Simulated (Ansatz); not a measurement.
A made-up structure of BSi2H5, closed shell:

B1  (0.832, -0.716, 0.746)
Si2  (-0.060, 1.116, -0.362)
Si3  (-1.456, 0.510, -1.384)
H4  (-2.313, -0.012, -2.389)
H5  (-0.233, 2.421, 0.323)
H6  (0.418, -0.831, 1.813)
H7  (1.978, -0.645, 0.810)
H8  (0.556, -1.644, 0.126)
(Å)

It is relaxed with PBE-D4/def2-SVP and then PBE0-D4/def2-TZVP (Ansatz 0.2.0). Atoms count as bonded within 1.22 times the sum of their covalent radii (H–H: 0.88 Å). The end point is not checked to be a true minimum.

**Question.** Does its bonding change? (Judge from chemistry; the calculation decides.)

**Answer.** By the calculation: Yes. Formed: Si2–H7; broken: none.

Where it ends: The first stage lowers the energy by 3.05 eV in 17 steps. It ends as BSi₂H₅ ([SiH][SiH]1[H][BH2]1):
B1  (0.183, -0.618, 0.497)
Si2  (0.020, 1.216, -0.217)
Si3  (-1.808, 0.192, -0.941)
H4  (-0.910, -0.503, -1.948)
H5  (0.549, 2.141, 0.820)
H6  (0.427, -0.594, 1.668)
H7  (1.201, 0.032, -0.140)
H8  (0.060, -1.668, -0.056)
(Å)

Labels in which every atom is bracketed show which atoms are joined, not bond orders.

For scale, one of the runs: PBE0-D4/def2-TZVP relaxation, 135 basis functions, launched by `ansatz run in.yaml --threads 2 --pin off --events-out ev --progress --plain --max-ram 4352MiB`. Hardware: 2 CPU threads of an AMD EPYC 7R32, shared host. Wall time about 16 s.
